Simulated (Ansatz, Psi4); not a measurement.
C2H4Si (SMILES C#C[SiH3]): the vertical ionisation energy from total energies

C2H4Si: 7 atoms, total charge 0, spin state singlet. As SMILES, `C#C[SiH3]`. The shape is that of a PBE0-D4/def2-TZVP optimisation.

Both states at this one shape; open shells run unrestricted unless said. 1 Eh = 27.2114 eV.

```
                                    level  program  singlet C2H4Si (Eh)  doublet C2H4Si+ (Eh)
                           TPSS/6-311+G**     Psi4          -368.108120           -367.724904
BCCD(T)/6-311+G**, 7 core orbitals frozen   Ansatz          -367.380336           -366.984498
```

Question: Work out the vertical ionisation energy at each level.

Answer: 
1. TPSS/6-311+G**: -367.724904 − (-368.108120) = 0.383216 Eh = 10.43 eV.
2. BCCD(T)/6-311+G**: -366.984498 − (-367.380336) = 0.395838 Eh = 10.77 eV.

No measured value is set beside it here; the levels span 10.43 to 10.77 eV.
